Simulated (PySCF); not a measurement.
Isomers of C4H8O2 and their computed core-level spectra.

Method used: PySCF, delta-SCF UKS SCAN, pcX-2 on the ionised atom, pcseg-1 elsewhere, spin-free X2C. Geometries: GFN2-xTB; isolated species, one conformer each.

Line lists (1s up to Mg, 2p3/2 beyond; areas count atoms within a level, one atom standing for each set equivalent by bonding):
1. C 1s: 290.66 (area 1), 290.73 (area 1), 291.17 (area 1), 294.86 (area 1) eV; O 1s: 537.89 (area 1), 539.98 (area 1) eV
2. C 1s: 292.10 eV; O 1s: 538.37 eV
3. C 1s: 290.82 (area 1), 292.21 (area 2), 293.47 (area 1) eV; O 1s: 538.43 eV

Structures:
A. `C1COCOC1`
B. `CCCC(=O)O`
C. `C1COCCO1`

Task: Match each list to its structure.

Result: 
- 1 = B: no other candidate has these counts of sites. C 1s: 290.66 methyl carbon, 290.73 chain CH2 carbon, 291.17 sp3 carbon next to a carbonyl, 294.86 carboxylic acid carbon; O 1s: 537.89 acid carbonyl oxygen, 539.98 acid hydroxyl oxygen.
- 2 = C: no other candidate has these counts of sites. C 1s: 292.10 sp3 carbon bound to oxygen (×4); O 1s: 538.37 cyclic ether oxygen (×2).
- 3 = A: no other candidate has these counts of sites. C 1s: 290.82 ring CH2 carbon, 292.21 sp3 carbon bound to oxygen (×2), 293.47 sp3 carbon bearing two oxygens; O 1s: 538.43 cyclic ether oxygen (×2).
